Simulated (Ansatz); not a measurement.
Cost and result for the atomization energy of C₃H₅NO, SMILES `COC1=NC1` (10 atoms, 10 bonds).

Cartesian coordinates in Å:
```
C -1.742 0.136 -0.134
O -0.514 0.841 0.088
C 0.538 0.068 0.059
N 0.879 -1.122 -0.100
C 1.953 -0.028 0.170
H -2.530 0.883 -0.088
H -1.728 -0.345 -1.113
H -1.886 -0.619 0.641
H 2.434 -0.051 1.144
H 2.596 0.236 -0.667
```

The species carries charge 0 and has multiplicity 1. The geometry is a stationary point of PBE0-D4/def2-TZVP. Program: Ansatz. All runs use 2 threads of an Arm Neoverse V1 on a shared host. Times are those of one run each, without the atoms' runs, and a repeat can differ threefold. Electronic energies, without spin–orbit coupling; frozen cores. CCSD(T)/CBS adds CCSD(T) − MP2 in def2-TZVPP to the MP2 limit, and its time is that of the two runs behind it. T1 = 0.013.

CCSD(T)/CBS is a level of theory with its own doubt, some kJ/mol a heavy atom from the limit and from the frozen cores, so smaller differences don't rank the functionals.

```
                          level  functions  wall time  atomization (kJ/mol)  difference from CCSD(T)/CBS  per bond
           revPBE-D4/def2-TZVPP        225      2.7 s                4079.2                         59.1       5.9
PBE-D4/def2-TZVPP (with forces)        225      3.3 s                4203.0                        182.9      18.3
             PBE0-D4/def2-TZVPP        225      3.3 s                4075.2                         55.1       5.5
            BHLYP-D4/def2-TZVPP        225      3.7 s                3858.6                       -161.5     -16.1
        CAM-B3LYP-D4/def2-TZVPP        225        4 s                4056.1                         36.0       3.6
               CCSD(T)/def2-SVP         95      6.5 s                3822.4                       -197.7     -19.8
            PBE-QIDH/def2-TZVPP        225        7 s                4011.0                         -9.1      -0.9
              B2PLYP/def2-TZVPP        225      7.5 s                3999.9                        -20.2      -2.0
             ωB97X-V/def2-TZVPP        225       10 s                4048.4                         28.3       2.8
              B97M-V/def2-TZVPP        225       12 s                4040.8                         20.7       2.1
                 MP2/def2-QZVPP        435       30 s                4079.7                         59.6       6.0
             CCSD(T)/def2-TZVPP        225    2.9 min                3907.0                       -113.1     -11.3
              CCSD(T)/CBS(def2)          –    3.4 min                4020.1                          0.0       0.0
```

The D4 term adds +25.0 kJ/mol with B3LYP and +13.0 kJ/mol with PBE0; it sums over pairs of atoms, weighted by their polarisabilities, and B3LYP, whose exchange is more repulsive, gets the larger term. At CCSD(T), def2-SVP lies −197.6 kJ/mol from the extrapolated value and def2-TZVPP −113.0 kJ/mol: correlation converges slowly with the basis, and small sets miss more of it in the bonded molecule than in its fragments. Leaving LDA and LC-ωPBE aside and taking each functional with its dispersion term where it has one, the values spread over 344.4 kJ/mol, from BHLYP-D4 to PBE-D4. LDA lies +561.3 kJ/mol from PBE without D4, its usual overbinding.

B3LYP here is the variant with VWN-RPA as its local correlation; programs differ in this.
